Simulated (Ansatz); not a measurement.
# AlN: the cost of one run

Computed with Ansatz 0.2.0, driven from Python. The levels of theory stand in the script.

### 1 Starting point

Bond lengths: Al1–N2 1.950 Å.

No structure file is read: the coordinates are typed or built in the script.

### 2 The code

Contents of aln_x2c.py:

```python
'''Scalar relativity in AlN(+).'''

import ansatz as az
from ase import Atoms
import numpy as np

SETTINGS = {
    'xc': 'b3lyp',
    'net_charge': 1,
}

atoms = Atoms(['Al', 'N'], positions=[
    (0.0, 0.0, 0.0),
    (0.0, 0.0, 1.95),
])
molecule = az.Crystal.molecule_from_ase(atoms)

job = (
    molecule.calculation()
    .functional(SETTINGS['xc'])
    .charge(SETTINGS['net_charge'])
    .spin('collinear', total=3)
    .forces()
)
# a set contracted for a scalar-relativistic Hamiltonian goes with the relativistic run
sets = {'none': 'cc-pVTZ', 'scalar': 'cc-pVTZ-DK'}
found = {kind: job.basis(gaussian=basis).pseudopotentials(relativity=kind).run(threads=1, backend='cpu').report for kind, basis in sets.items()}
for kind, each in found.items():
    dipole = 4.803205 * np.linalg.norm(each['charge_distribution']['dipole_moment_e_ang'])
    print(f'{kind:7s} E = {each["free_energy_ev"]:.4f} eV  dipole {dipole:.3f} D  largest force component {np.abs(each["forces_ev_ang"]).max():.4f} eV/A')
print(f'relativity lowers the total energy by {found["none"]["free_energy_ev"] - found["scalar"]["free_energy_ev"]:.3f} eV')
```

### 3 What the engine is handed

The engine receives this input (first run):

```yaml
crystal:
  periodic: [false, false, false]
  atoms:
    - { symbol: Al, position_ang: [0.0, 0.0, 0.0] }
    - { symbol: "N", position_ang: [0.0, 0.0, 1.95] }
basis:
  gaussian:
    orbitals: cc-pVTZ
hamiltonian:
  xc: b3lyp
  pseudopotentials:
    relativity: none
magnetization:
  spin_polarized: true
  initial_magnetization: 3.0
total_charge: 1.0
output:
  forces: true
```

### 4 The run

The run is started by

```console
$ python aln_x2c.py
```

Q: Estimate wall time and peak memory on 1 thread of Arm Neoverse V2, shared host.

About 2.3 s, with a peak of 0.18 GiB.
